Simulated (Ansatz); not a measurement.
Scan of [Br···H···N], quartet

Starting geometry:

```yaml
atoms:
  - { symbol: Br, position_ang: [0.0000, 0.0000, -1.4129] }
  - { symbol: H, position_ang: [0.0000, 0.0000, 0.0077] }
  - { symbol: N, position_ang: [0.0000, 0.0000, 1.4051] }
```

From there H2 is moved from one fragment to the other while all else, the fragments' distance too, stays fixed; atoms are numbered as listed. Energies are in kJ/mol, counted from the starting geometry at the same level. Kohn–Sham curves are unrestricted where that lies lower.

Basis cc-pVTZ; Ansatz 0.2.0. Only valence electrons are correlated (noble-gas cores and the filled d shells of p-block atoms frozen). R marks a restricted (for open shells ROHF) determinant, U an unrestricted one. No spin–orbit coupling is included, and no scalar relativity.

Functionals correlate the shells that the reference freezes, so part of their error here is the reference's.

Full CI isn't at hand for all of this; UCCSDT(Q) serves as the reference, and is uncertain by about the last step of the cluster series.

| distance Br1-H2 (Å) | UCCSDT(Q) | PBE | r2SCAN | PBE0 | B3LYP | r2SCANh | wB97M-V | B2PLYP | RPA-PBE |
| --- | --- | --- | --- | --- | --- | --- | --- | --- | --- |
| 1.421 | 0.0 | 0.0 | 0.0 | 0.0 | 0.0 | 0.0 | 0.0 | 0.0 | 0.0 |
| 1.472 | 0.5 | -7.6 | -4.8 | -3.8 | -4.7 | -3.6 | -1.3 | -1.9 | -2.0 |
| 1.574 | 6.0 | -15.9 | -8.0 | -6.1 | -9.2 | -5.1 | 0.2 | -1.5 | -3.2 |
| 1.676 | 10.3 | -18.6 | -6.9 | -6.3 | -11.6 | -3.4 | 0.4 | -1.3 | -4.7 |
| 1.778 | 17.7 | -9.0 | 3.8 | 1.4 | -5.7 | 6.6 | 5.0 | 4.4 | 0.6 |
